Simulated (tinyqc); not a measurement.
Worked calculation: extended Hueckel theory, for H2O. One step of it, computed by the program tinyqc.

Question. Wolfsberg-Helmholz matrix. H_ij = K' S_ij (H_ii + H_jj)/2 for i != j (the diagonal keeps H_ii), with K' = K + D^2 + D^4 (1 - K), D = (H_ii - H_jj)/(H_ii + H_jj), K = 1.5.

overlap S, lower triangle:
```
           1O 2s    1O 2px     1O 2py    1O 2pz     2H 1s     3H 1s
1O 2s   1.000000
1O 2px  0.000000  1.000000
1O 2py  0.000000  0.000000   1.000000
1O 2pz  0.000000  0.000000   0.000000  1.000000
2H 1s   0.451260  0.000000   0.322777  0.214388  1.000000
3H 1s   0.418831  0.000000  -0.306361  0.203521  0.179298  1.000000
```

diagonal H_ii (eV): 1O 2s -32.300000, 1O 2px -14.800000, 1O 2py -14.800000, 1O 2pz -14.800000, 2H 1s -13.600000, 3H 1s -13.600000

K = 1.500000

Give: H.

Answer.

H (eV), lower triangle:
```
          1O 2s   1O 2px   1O 2py   1O 2pz    2H 1s    3H 1s
1O 2s   -32.300
1O 2px    0.000  -14.800
1O 2py    0.000    0.000  -14.800
1O 2pz    0.000    0.000    0.000  -14.800
2H 1s   -17.111    0.000   -6.883   -4.572  -13.600
3H 1s   -15.881    0.000    6.533   -4.340   -3.658  -13.600
```
